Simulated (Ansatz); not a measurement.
The inner images of a band of BH4N + H2S (9 atoms, charge 0, multiplicity 1) are given out of order.

All numbers below come from RKS PBE/def2-SVP in Ansatz.

Initial state:

```xyz
9
Properties=species:S:1:pos:R:3
B 0.103 -0.427 0.268
N 0.092 -0.422 1.669
H -0.758 -0.531 2.225
H 0.939 -0.360 2.236
H 1.166 -0.326 -0.313
H -0.955 -0.528 -0.324
S -0.536 3.300 0.919
H -1.736 2.945 0.383
H -0.315 2.023 1.348
```

Final state:

```xyz
9
Properties=species:S:1:pos:R:3
B -0.080 0.526 0.205
N 0.074 0.151 1.806
H -0.836 0.198 2.290
H 0.470 -0.790 1.959
H 1.047 0.381 -0.261
H -0.918 -0.250 -0.240
S -0.546 2.366 0.112
H -1.894 2.245 0.279
H 0.685 0.847 2.261
```

Problem. Put them in order from the first end to the last, with their energies above the first end.
A.
```xyz
9
Properties=species:S:1:pos:R:3
B -0.026 0.174 0.297
N -0.025 0.030 1.817
H -0.834 -0.433 2.242
H 0.838 -0.319 2.246
H 1.061 0.062 -0.242
H -1.019 -0.211 -0.295
S -0.246 2.384 0.340
H -1.607 2.409 0.405
H -0.140 1.578 1.602
```
B.
```xyz
9
Properties=species:S:1:pos:R:3
B -0.100 0.488 0.199
N 0.051 0.149 1.816
H -0.856 -0.056 2.259
H 0.686 -0.641 2.008
H 1.010 0.272 -0.276
H -0.987 -0.242 -0.228
S -0.441 2.355 0.068
H -1.786 2.349 0.295
H 0.424 1.001 2.269
```
C.
```xyz
9
Properties=species:S:1:pos:R:3
B -0.099 0.451 0.191
N 0.017 0.147 1.825
H -0.824 -0.297 2.223
H 0.837 -0.418 2.091
H 0.994 0.166 -0.284
H -1.031 -0.217 -0.237
S -0.332 2.343 0.061
H -1.672 2.406 0.304
H 0.110 1.093 2.237
```
D.
```xyz
9
Properties=species:S:1:pos:R:3
B 0.032 -0.181 0.318
N 0.034 -0.366 1.712
H -0.810 -0.545 2.257
H 0.887 -0.373 2.274
H 1.089 -0.014 -0.257
H -1.027 -0.239 -0.278
S -0.386 2.936 0.539
H -1.671 2.512 0.402
H -0.147 1.944 1.446
```
E.
```xyz
9
Properties=species:S:1:pos:R:3
B -0.059 0.345 0.201
N -0.022 0.137 1.820
H -0.821 -0.372 2.226
H 0.847 -0.262 2.206
H 1.039 0.084 -0.267
H -1.022 -0.219 -0.294
S -0.260 2.333 0.215
H -1.610 2.396 0.411
H -0.091 1.231 1.891
```
F.
```xyz
9
Properties=species:S:1:pos:R:3
B 0.005 -0.033 0.325
N 0.003 -0.205 1.743
H -0.832 -0.471 2.263
H 0.866 -0.319 2.274
H 1.071 0.058 -0.250
H -1.034 -0.194 -0.287
S -0.289 2.619 0.416
H -1.637 2.437 0.423
H -0.153 1.782 1.506
```
G.
```xyz
9
Properties=species:S:1:pos:R:3
B 0.064 -0.303 0.301
N 0.070 -0.431 1.696
H -0.775 -0.581 2.250
H 0.923 -0.428 2.257
H 1.121 -0.160 -0.281
H -1.001 -0.346 -0.286
S -0.493 3.190 0.725
H -1.706 2.696 0.357
H -0.204 2.036 1.391
```

Solution. G (+0.2 kcal/mol), D (+1.4 kcal/mol), F (+6.4 kcal/mol), A (+13.7 kcal/mol), E (-2.6 kcal/mol), C (-9.1 kcal/mol), B (-9.9 kcal/mol).

The run took 3.4 min on 1 thread of Arm Neoverse V2, on a shared host, peak memory 0.14 GiB.
